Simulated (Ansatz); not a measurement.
**SiHO (quartet): from Hartree-Fock to the top rungs at angle O2–Si1–H3 = 115.5°, cc-pVDZ**

An exercise on one series of results from a longer session: the logs are not shown, and one member is left open.

Computed with Ansatz 0.2.0, Gaussian basis. Level: cc-pVDZ, core rule «outside noble gas», up to 6 orbitals frozen.

Plan: UHF; CCSD(T) on ROHF; CCSD(T) on UHF; BCCD(T) on ROHF; CISD; CCSDT(Q) on ROHF; CCSDT(Q) on UHF; CASSCF and MRCISD+Q, 5 electrons in 5 orbitals; CASSCF and NEVPT2, 5 electrons in 5 orbitals.

25 further runs of the same task are left out: 10 for a known fault of the program, 1 for a mislabelled method, 10 that didn't finish, 4 set aside as unsound or not needed.

## The system

The geometry derives from a PBE0/def2-TZVP stationary point (not a proven minimum). One angle is set to the value named; bond lengths are kept.

3 atoms, charge 0, spin multiplicity 4.

Atoms are counted from 1 here; the program's logs count them from 0.

Bond lengths: Si1–O2 1.728 Å, Si1–H3 1.496 Å. Angles: O2–Si1–H3 115.5°.

Set-up of the first run:

in.yaml

```yaml
crystal:
  periodic: [false, false, false]
  atoms:
    - {symbol: Si, position_ang: [0.000000, -0.094440, 0.592147]}
    - {symbol: O, position_ang: [0.000000, 0.091474, -1.126196]}
    - {symbol: H, position_ang: [0.000000, 1.179495, 1.376770]}
basis:
  gaussian: {orbitals: cc-pVDZ}
magnetization: {spin_polarized: true, initial_magnetization: 3}
hamiltonian: {xc: hf}
output: {orbitals: {seedname: orbitals}}
```

On the command line:

```sh
$ ansatz run in.yaml --threads 1 --pin off --events-out ev --progress --plain --max-ram 2393MiB
```

Among the steps run: UHF; CCSD(T) on ROHF; CCSD(T) on UHF; BCCD(T) on ROHF; CISD; CCSDT(Q) on ROHF; CCSDT(Q) on UHF; CASSCF and MRCISD+Q, 5 electrons in 5 orbitals; CASSCF and NEVPT2, 5 electrons in 5 orbitals.

One of the session's tables, all rows but one given; the rest of the session is left out.

```
       method  from UCCSDT(Q) (kJ/mol)
         ROHF                   +627.4
          UHF                   +611.9
         RMP2                    +88.4
         UMP2                    +87.9
         CISD                        ?
        RCCSD                    +17.1
        UCCSD                    +16.8
     RCCSD(T)                     +3.9
     UCCSD(T)                     +3.9
      BCCD(T)                     +3.9
       RCCSDT                     +1.3
       UCCSDT                     +1.2
    RCCSDT(Q)                     +0.3
    UCCSDT(Q)                        0
  CASSCF pair                   +575.7
  NEVPT2 pair                    +90.3
  MRCISD pair                    +47.7
MRCISD+Q pair                     +6.4
```

Estimate the missing values for CISD.

**Answer.** from UCCSDT(Q) (kJ/mol): +51.8. In the column «from UCCSDT(Q) (kJ/mol)» it lies between MRCISD pair (+47.7) and UMP2 (+87.9).

Limits of these values: Restricted and unrestricted rows rest on different reference determinants; where their highest levels disagree by more than a few hundredths of an eV, they describe different states and don't form one ladder.
